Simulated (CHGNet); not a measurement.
Rhombohedral A7 Bi

Computed with the machine-learned potential CHGNet-r²SCAN (trained on r²SCAN data).

Cell (relaxed at this level):

Bi is modelled in the trigonal space group R-3m, hexagonal axes (No. 166), Pearson symbol hR2. Cell: a = b = 4.945 Å, c = 10.818 Å, α = β = 90.00°, γ = 120.00°. Bi on 6c is surrounded by 3 Bi at 3.023 Å (trigonal pyramidal). (Neighbours: up to the widest gap in distance over summed covalent radii, below 1.35, at either atom.)
(The calculation used a cell of 2 atoms; values per cell refer to that cell.)

```
Item                        Result
-------------------  -------------
lattice parameter a        4.945 Å
c axis length             10.818 Å
volume per atom      38.19 Å³/atom
```

Measured, for comparison: lattice constant a 4.533 Å, lattice parameter c 11.796 Å (low temperature, zero-point motion not removed, hexagonal setting; as tabulated in Arnaud et al. (2016), arXiv:1602.08959). Computed (rounded) less measured: lattice constant a +9.1 %, lattice parameter c -8.3 %.

A machine-learned potential is trained on density-functional data: it inherits that level's misses and adds fitting errors of its own.

Note: elastic tensor is asymmetric by over 3 %: noisy; elastic tensor is not positive definite: mechanically unstable at this level; negative: at this level the crystal gains energy by rearranging, so this bulk phase is not the stable one; the model's c/a of 2.19 is far from the 2.61 of the starting cell; this model's volume lies 8 % above that of the starting cell (a measured, published or database cell).
